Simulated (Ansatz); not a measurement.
**One elementary step**

Start structure (C2H6Cl, doublet), relaxed at PBE0-D4/def2-TZVP:

```tsv
atom	x (Å)	y (Å)	z (Å)
Cl1	-0.1444	0.1026	0.6026
C2	-0.5691	0.3986	2.2990
C3	0.6699	-0.4694	-2.7087
H4	-0.4086	1.4514	2.5197
H5	-1.6147	0.1383	2.4469
H6	0.0655	-0.2193	2.9300
H7	1.7210	-0.4522	-2.4609
H8	0.1603	0.4481	-2.9637
H9	0.1201	-1.3980	-2.6651
```

The step: CH₃Cl ([CH3][Cl]) + CH₃ → CH₃Cl ([CH3][Cl]) + CH₃; bonds formed: Cl1–C3; bonds broken: Cl1–C2. Program: Ansatz 0.2.0. Basis: def2-TZVPP and def2-QZVPP. Cores are frozen in the correlated methods; orbitals are unrestricted. Extrapolation: Hartree–Fock as exp(−7.88 √X), correlation as X^−2.97. Energies below are by CCSD(T) at an estimated basis limit (MP2 extrapolated from triple and quadruple zeta, plus CCSD(T) − MP2 in triple zeta).

**Question.** What are the electronic barrier and the energy of the step, from the start structure to the end structure? (An estimate is asked for; the value comes from the calculation.)

**Answer.** By the calculation: Barrier 0.841 eV; step energy 0.000 eV (both ends alike: a degenerate step); reverse barrier, their difference, 0.841 eV. Barrier and step energy count from the start structure, the reverse barrier from the end structure.

The saddle point: One imaginary mode of 545i cm⁻¹.
```json
{"pair": "Cl1–C3", "start (Å)": "3.46", "saddle (Å)": "2.06", "end (Å)": "1.77"}
{"pair": "Cl1–C2", "start (Å)": "1.77", "saddle (Å)": "2.06", "end (Å)": "3.46"}
```

Zero-point energy (harmonic, PBE0-D4): ZPE is 1.849 eV at the start and 1.903 eV at the saddle, so the barrier goes from 0.841 to 0.895 eV.

T1 diagnostic: at most 0.020. ⟨S²⟩ of the unrestricted Hartree–Fock references: 0.76 to 0.88 (a pure state has 0.75). The unrestricted reference is spin-contaminated, which hurts MP2 most. The start structure is not quite a true minimum (one mode of 32i cm⁻¹). The end structure is not quite a true minimum (one mode of 39i cm⁻¹).

Labels in which every atom is bracketed show which atoms are joined, not bond orders.

For scale, one of the runs: CCSD(T)/def2-TZVPP, 188 basis functions, launched by `ansatz run in.yaml --threads 4 --pin off --events-out ev --progress --plain --max-ram 9574MiB`. Hardware: 4 CPU threads of an Arm Neoverse V2, shared host. Wall time 80 s; peak host memory 5 GiB.
